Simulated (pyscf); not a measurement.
## Hydrogen abstraction: ZnH₂ (SMILES [ZnH2]) + CH₃• (SMILES [CH3]) → ZnH• (SMILES [ZnH]) + CH₄ (SMILES C)

Gas phase, doublet surface, charge 0. Bonds broken: Zn1–H2. Bonds formed: H2–C4. PySCF, gas phase, ωB97X-D3(BJ)/def2-SVP geometries. Correlated levels are frozen-core, on RHF or UHF. ΔMP2 is the change of the MP2 total energy from the triple- to the quadruple-zeta basis.

Transition state (Å):

```xyz
7

Zn     1.8205     1.4188    -0.3777
H      0.5350     0.5657     0.0902
H      3.0658     2.2453    -0.8312
C     -0.9048    -0.3923     0.6134
H     -0.4250    -1.1139     1.2815
H     -1.5017     0.3962     1.0817
H     -1.2501    -0.7666    -0.3550
```

One imaginary mode, 461i cm⁻¹; descent along it reached the two sides named.

```json
[
 {"bond": "Zn1–H2", "change": "breaks", "reactant side (Å)": "1.547", "saddle": "1.612", "product side": "3.0"},
 {"bond": "H2–C4", "change": "forms", "reactant side (Å)": "3.1", "saddle": "1.807", "product side": "1.101"}
]
```

Electronic energies relative to the separated reactants (kcal/mol):

| level | barrier | reaction energy | reverse barrier |
|---|---|---|---|
| ωB97X-D3(BJ)/def2-TZVP | 4.3 | -29.0 | 33.4 |
| PBE/def2-TZVP | -0.4 | -32.3 | 31.9 |
| r²SCAN/def2-TZVP | 3.0 | -28.2 | 31.2 |
| B3LYP-D3(BJ)/def2-TZVP | 2.0 | -31.4 | 33.4 |
| PBE0-D3(BJ)/def2-TZVP | 2.0 | -31.7 | 33.7 |
| M06-2X/def2-TZVP | 3.6 | -35.8 | 39.4 |
| ωB97M-D3(BJ)/def2-TZVP | 4.8 | -30.5 | 35.4 |
| HF/def2-TZVP | 14.1 | -27.6 | 41.7 |
| MP2/def2-QZVPP | 6.2 | -28.1 | 34.3 |
| CCSD/def2-TZVPP | 7.0 | -29.8 | 36.8 |
| CCSD(T)/def2-TZVPP | 5.8 | -30.1 | 35.9 |
| CCSD(T)/def2-TZVPP + ΔMP2(QZVPP) | 5.4 | -27.8 | 33.2 |

With CCSD(T)/def2-TZVPP + ΔMP2(QZVPP) energies and thermal terms (ideal gas, 1 atm, RRHO with modes under 100 cm⁻¹ raised to 100, one conformer, R ln 2 for chiral ones without a mode under 150 cm⁻¹), in kcal/mol:

```tsv
T (K)	ΔH‡	ΔG‡	ΔH	ΔG
298	5.3	13.1	-23.6	-23.2
600	5.3	21.0	-24.6	-22.4
900	5.7	28.7	-25.2	-21.2
1200	6.1	36.3	-25.7	-19.8
```

At PBE this geometry lies under the reactants; that is no barrier but a single point on another level's saddle; such a level's own saddle, if it has one, lies nearer that side and is low. This is the saddle that the search found; another between the same sides may lie lower. The angle at the transferred H is 180°. The CCSD(T) − MP2 part came from Ansatz, without density fitting, on the same reference. The frozen core leaves the outer d or s,p core shells of the metals and heavy elements correlated in the MP2 and CC values, and def2-TZVPP describes them poorly, which can shift differences by a few kcal/mol. Elements up to Kr have no core potential and no relativistic terms here.
